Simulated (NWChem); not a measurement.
Molecule: acetonitrile (C$_{2}$H$_{3}$N); SMILES CC#N

Program: NWChem. Geometry: optimised at PBE0/def2-SVP. Computed dipoles belong to the equilibrium geometry; the measured one is vibrationally averaged.

Measured dipole moment: 3.92 D (NIST CCCBDB, as tabulated in the package chemicals).

### Question
Which of these levels lies farthest from the measured value, and how do the others fare: PBE/def2-QZVP; PBE/def2-TZVPP; PBE/def2-SVPD; PBE/def2-TZVPD; PBE/def2-SVP; PBE/def2-TZVP; PBE/STO-3G?

### Answer
PBE/STO-3G.
```json
[
 {"level": "PBE/STO-3G", "dipole moment (D)": "3.00", "computed − measured": "-0.92"},
 {"level": "PBE/def2-SVP", "dipole moment (D)": "3.70", "computed − measured": "-0.22"},
 {"level": "PBE/def2-SVPD", "dipole moment (D)": "3.95", "computed − measured": "+0.03"},
 {"level": "PBE/def2-TZVP", "dipole moment (D)": "3.95", "computed − measured": "+0.03"},
 {"level": "PBE/def2-TZVPD", "dipole moment (D)": "3.98", "computed − measured": "+0.06"},
 {"level": "PBE/def2-TZVPP", "dipole moment (D)": "3.95", "computed − measured": "+0.03"},
 {"level": "PBE/def2-QZVP", "dipole moment (D)": "3.99", "computed − measured": "+0.07"}
]
```
